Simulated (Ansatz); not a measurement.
C2H3N, singlet: energies of several shapes or isomers

Computed with Ansatz's Gaussian-basis code (development build); MRCISD by development code. Basis cc-pVTZ, nonrelativistic, 3 orbitals frozen in the corrections; active space CAS(4,3). Restricted Hartree–Fock, then the lowest state-specific CASSCF solution met for each case. Single-reference values can break down or jump between states where bonds are stretched. Unlike active orbitals can shift such differences by tenths of an eV, at times by over 1 eV.

Case A:

```xyz
6

N     0.0000    0.0000    0.8687
C     0.0000    0.6420   -0.5102
C     0.0000   -0.6420   -0.5102
H     0.0000    0.0000    1.8993
H     0.0000    1.6267   -0.9292
H     0.0000   -1.6267   -0.9292
```

Case B:

```
atom    x (Å)    y (Å)    z (Å)
   N  -0.1501   0.0000  -0.8887
   C   0.0277  -0.6420   0.4787
   C   0.0277   0.6420   0.4787
   H   0.7764   0.0000  -1.3400
   H  -0.0289  -1.6267   0.9086
   H  -0.0289   1.6267   0.9086
```

Energy less that of case A, in eV:

| case | RHF/ROHF |
| --- | --- |
| B | -2.029 |

(1) What does MRCISD+Q give for these differences?

## Answers

(1) B: -1.993 eV (-46.0 kcal/mol).
